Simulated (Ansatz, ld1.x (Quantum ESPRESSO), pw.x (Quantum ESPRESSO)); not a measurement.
## Equation-of-state test of one TM potential (Ir)

```
Element                 : iridium (Ir)
Generator               : ld1.x (Quantum ESPRESSO) 7.5
Type                    : norm-conserving Troullier–Martins (Kleinman–Bylander form)
Functional              : PBEsol
Relativity              : scalar-relativistic
Frozen core             : [Xe] 4f14
Valence charge          : 9
Reference configuration : 5d7 6s2 6p0
Partial waves           : 6s (bound): rc 2.60 bohr; 6p (bound, empty): rc 3.20 bohr; 5d (bound): rc 2.40 bohr
Local potential         : all-electron potential smoothed inside 2.60 bohr (lloc = -2)
Core correction         : a·sin(br)/r model core, default radius (core density twice the valence density)
```

Atomic tests: cutoffs needed: 35 Ry and 40 Ry (the cutoffs (Ry, on a coarse ladder) from which the occupation-weighted sum of valence levels, in a spherical-Bessel basis at the reference potential, stays within 10 and 1 mRy of its value at 400 Ry); ghost test: no extra level below or beside the all-electron valence levels (s, p, d, f tested) (spherical-Bessel basis up to 400 Ry, 20 bohr box); largest excitation error: -161 meV (all-electron minus pseudo) for 5d6 6s0 6p0, out of 7 test configurations.

Crystal test: bcc Ir in pw.x 7.5, no spin, 15³ k-points, Fermi–Dirac smearing 0.01 Ry, cutoffs 50/200 Ry. The reference is all-electron LAPW (Ansatz 0.2.0) with the same functional, mesh and smearing; V0 and B0 come from Birch–Murnaghan fits to the pressures at five volumes. Errors are pseudo minus all-electron; Δ is the rms difference of the E(V) curves that follow from these fits, minima aligned, over ±6 % about the mean V0. Mesh and smearing are coarse, so the numbers serve the comparison and aren't converged zero-temperature values; the lattice is a test structure that the element need not adopt.

| V (Å³/atom) | P all-electron (GPa) | P pseudo (GPa) |
| --- | --- | --- |
| 13.847 | 20.24 | 31.56 |
| 14.212 | 9.56 | 19.63 |
| 14.576 | 0.36 | 9.35 |
| 14.940 | -7.55 | 0.46 |
| 15.305 | -14.36 | -7.15 |

All-electron: a0 = 3.079 Å (V0 = 14.59 Å³/atom), B0 = 339.1 GPa.

Pseudopotential: mean pressure error (GPa): +9.12; a0 (Å): 3.105; a0 error (%): +0.84; B0 error (%): -1.3; Δ (meV/atom): 27.5. The largest radius (3.20 bohr) exceeds half the bond length (2.52 bohr), so the spheres overlap, which is one possible source of error among others. This is a poor potential for the solid.

Question: At the middle volume, how do free energy and pressure move when the wave cutoff is lowered (ecutrho kept at four times it)?

Answer:

```json
{"cutoff (Ry)": "22", "shift of F (meV/atom)": "+4158.0", "shift of P (GPa)": "-193.03"}
{"cutoff (Ry)": "30", "shift of F (meV/atom)": "+276.3", "shift of P (GPa)": "-23.72"}
{"cutoff (Ry)": "40", "shift of F (meV/atom)": "+1.2", "shift of P (GPa)": "-0.24"}
```

Input at the middle volume:

```
&control
  calculation='scf', prefix='x', pseudo_dir='./', outdir='./tmp', tstress=.true., disk_io='none'
/
&system
  ibrav=0, nat=1, ntyp=1, ecutwfc=50, ecutrho=200, nbnd=12,
  occupations='smearing', smearing='fd', degauss=0.01
/
&electrons
  conv_thr=1e-09, mixing_beta=0.4, electron_maxstep=70
/
ATOMIC_SPECIES
Ir 1.0 Ir.UPF
CELL_PARAMETERS angstrom
  -1.53883760 1.53883760 1.53883760
  1.53883760 -1.53883760 1.53883760
  1.53883760 1.53883760 -1.53883760
ATOMIC_POSITIONS crystal
Ir 0.0000 0.0000 0.0000
K_POINTS automatic
15 15 15 0 0 0
```

```bash
pw.x < Ir.scf.in > Ir.scf.out
```

Lines of the output:

```
Message from routine setup:
     using ibrav=0 with symmetry is DISCOURAGED, use correct ibrav instead
     lattice parameter (alat)  =       5.0368  a.u.
     unit-cell volume          =      98.3637 (a.u.)^3
     number of electrons       =         9.00
     number of Kohn-Sham states=           12
     kinetic-energy cutoff     =      50.0000  Ry
     charge density cutoff     =     200.0000  Ry
     scf convergence threshold =      1.0E-09
     Exchange-correlation= PBESOL
     number of k points=   120  Fermi-Dirac smearing, width (Ry)=  0.0100
     iteration #  1     ecut=    50.00 Ry     beta= 0.40
     total energy              =     -59.22216378 Ry
     estimated scf accuracy    <       0.00901396 Ry
     iteration #  2     ecut=    50.00 Ry     beta= 0.40
     total energy              =     -59.22279138 Ry
     estimated scf accuracy    <       0.00079238 Ry
     iteration #  3     ecut=    50.00 Ry     beta= 0.40
     total energy              =     -59.22289985 Ry
     estimated scf accuracy    <       0.00005733 Ry
     iteration #  4     ecut=    50.00 Ry     beta= 0.40
     total energy              =     -59.22290198 Ry
     estimated scf accuracy    <       0.00000055 Ry
     iteration #  5     ecut=    50.00 Ry     beta= 0.40
     total energy              =     -59.22290195 Ry
     estimated scf accuracy    <       0.00000045 Ry
     iteration #  6     ecut=    50.00 Ry     beta= 0.40
     the Fermi energy is    18.5115 ev
!    total energy              =     -59.22290204 Ry
     estimated scf accuracy    <          2.6E-10 Ry
     smearing contrib. (-TS)   =      -0.00919291 Ry
     The total energy is F=E-TS. E is the sum of the following terms:
     one-electron contribution =      18.11961061 Ry
     hartree contribution      =       2.03542351 Ry
     xc contribution           =     -28.68446306 Ry
     ewald contribution        =     -50.68428019 Ry
     convergence has been achieved in   6 iterations
          total   stress  (Ry/bohr**3)                   (kbar)     P=       93.52
     Message from routine punch:
     Nothing written, as per user request (disk_io='none')
```

The run at the middle volume (120 k-points, 6 iterations) took about 6.5 s on one core of a shared host (Neoverse-V2, 96 threads, 742 GiB, load 41).
